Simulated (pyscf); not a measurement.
Elementary routes open to `[OH2]` + `[OH][Sn][OH]` [singlet] in the gas phase (singlet surface):
A. `[OH][SnH]([OH])[OH]` (H–O broken; O–Sn, H–Sn formed)
B. `[O]=[SnH][OH]` + `[OH2]` (H–O, H–O broken; H–Sn, H–O formed)

Single points on ωB97X-D3(BJ)/def2-SVP structures (PySCF, gas phase). MP2 and CC: frozen core, UHF for open shells. ΔMP2 is the change of the MP2 total energy from the triple- to the quadruple-zeta basis.

Problem. Rank the routes by free-energy barrier at 298 K, lowest first, for CCSD(T)/def2-TZVPP + ΔMP2(QZVPP) energies (ideal gas, 1 atm, RRHO with modes under 100 cm⁻¹ raised to 100, one conformer, R ln 2 for chiral ones without a mode under 150 cm⁻¹).

Solution. A (230.7 kJ/mol), B (345.8 kJ/mol)

Route A is the fastest of these, ahead of the next by 115.0 kJ/mol. The most stable products are those of A (ΔG = +48.0 kJ/mol), so kinetics and thermodynamics agree. At 1200 K A is still the fastest. A: On the reactant side the descent ends in an adduct with a O–Sn contact, 55.9 kJ/mol under the separated species and 254.1 kJ/mol under the saddle at ωB97X-D3(BJ)/def2-TZVP. B: On the reactant side the descent ends in a complex, 25.6 kJ/mol under the separated species and 338.5 kJ/mol under the saddle at ωB97X-D3(BJ)/def2-TZVP. On the product side the descent ends in an adduct with a O–Sn contact (not fully relaxed), 83.6 kJ/mol under the separated species and 131.3 kJ/mol under the saddle at ωB97X-D3(BJ)/def2-TZVP. Under all of these lies the exit to HO–Sn:–OH [singlet] + H₂O (highest point, the separated products, at 0.0 kJ/mol at ωB97M-D3(BJ)/def2-TZVP). Only these routes are compared; each barrier is that of the saddle found, and lower ones may exist. The CCSD(T) − MP2 part came from Ansatz, without density fitting, on the same reference. The frozen core leaves the outer d or s,p core shells of the metals and heavy elements correlated in the MP2 and CC values, and def2-TZVPP describes them poorly, which can shift differences by a few kcal/mol. Elements past Kr carry the def2 core potentials, without spin-orbit coupling.
